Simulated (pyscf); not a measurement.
Optimised with ωB97X-D3(BJ)/def2-SVP in PySCF.

SMILES: [Zn]([O]C)[OH]
```xyz
8

C      0.4613    -1.1107    -0.9040
O      0.6301     0.2600    -0.6977
Zn    -0.6825     1.4271    -0.4937
O     -1.9135     2.6518    -0.1642
H      1.4520    -1.5964    -0.9815
H     -0.0777    -1.6176    -0.0760
H     -0.0847    -1.3509    -1.8409
H     -2.1626     3.1998    -0.9158
```
Charge 0, spin multiplicity 1.

**Question.** What is the homolytic dissociation enthalpy (298 K, ωB97M-D3(BJ)/def2-TZVP) of the O–Zn bond of `[CH3][O][Zn][OH]`, to H₃C–O• + [HO–Zn]•?

**Answer.** O–Zn to H₃C–O• + [HO–Zn]•: 79.0 kcal/mol. The 7 functionals that were run give +75.1 (B3LYP-D3(BJ)) to +81.3 kcal/mol (ωB97X-D3(BJ)). The radicals are drawn with the spin at the cut bond; how far it spreads was not checked. H₃C–O• lies 7.0 kcal/mol over its isomer •H₂C–OH, and others may lie lower still (electronic energy, ωB97M-D3(BJ)). Elements up to Kr have no core potential and no relativistic terms here.
